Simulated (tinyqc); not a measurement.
Worked calculation: UHF in the sto-3g basis, for CH2, spin multiplicity 3. One step of it, computed by the program tinyqc.

Task: Orthogonalisation. S = U s U^T; symmetric (Loewdin) form X = U s^(-1/2) U^T, so that X^T S X = 1.

overlap S, lower triangle:
```
           1C 1s     1C 2s    1C 2px     1C 2py    1C 2pz     2H 1s     3H 1s
1C 1s   1.000000
1C 2s   0.248362  1.000000
1C 2px  0.000000  0.000000  1.000000
1C 2py  0.000000  0.000000  0.000000   1.000000
1C 2pz  0.000000  0.000000  0.000000   0.000000  1.000000
2H 1s   0.049564  0.435861  0.000000   0.350768  0.251899  1.000000
3H 1s   0.049564  0.435861  0.000000  -0.350768  0.251899  0.133585  1.000000
```

Give: eigenvalues of S; X.

Result:

eigenvalues of S: 0.332  0.433  0.866  1.000  1.106  1.434  1.830

X, lower triangle:
```
         1C 1s   1C 2s  1C 2px  1C 2py  1C 2pz   2H 1s  3H 1s
1C 1s    1.027
1C 2s   -0.151   1.231
1C 2px   0.000   0.000   1.000
1C 2py   0.000   0.000   0.000   1.132
1C 2pz  -0.012   0.117   0.000   0.000   1.066
2H 1s    0.025  -0.293   0.000  -0.240  -0.166   1.200
3H 1s    0.025  -0.293   0.000   0.240  -0.166  -0.023  1.200
```
